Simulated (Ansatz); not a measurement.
Compare A (`CCCC(C)CC`) with its isomer B (`CCC(C)(C)CC`).

Computed with Ansatz on PBE0-D4/def2-TZVP structures; ΔE is electronic, products minus reactants. CBS: MP2 limit from def2 TZ/QZ plus the TZ coupled-cluster correction, frozen cores. DFT in def2-TZVPP. B3LYP here is the variant with VWN-RPA as its local correlation; programs differ in this. Each species was taken in one conformer, which may not be the lowest.

(1) Which is lower in electronic energy at CCSD(T)/CBS, and by how much? (An estimate is asked.)

(2) Give E(B) − E(A) in kcal/mol with CCSD/def2-TZVPP, B3LYP, CCSD(T)/def2-TZVPP, B3LYP-D4, MP2/def2-TZVPP, BLYP-D4, B2PLYP. (Estimate.)

Largest T1 diagnostic: 0.009.

Results:

(1) Computed: B, by 1.6 kcal/mol.

(2) Computed: CCSD/def2-TZVPP -1.2, B3LYP 1.8, CCSD(T)/def2-TZVPP -1.8, B3LYP-D4 -0.6, MP2/def2-TZVPP -2.7, BLYP-D4 -0.8, B2PLYP 0.1. The order is the other way round with B3LYP.

In def2-TZVPP, CCSD(T) changes the Hartree–Fock value by −4.4 kcal/mol (the triples alone add −0.7 kcal/mol) and MP2 by −5.3 kcal/mol. From BLYP to BHLYP (50 % exact exchange), in def2-TZVPP and without D4, E(B) − E(A) moves by −1.1 kcal/mol.
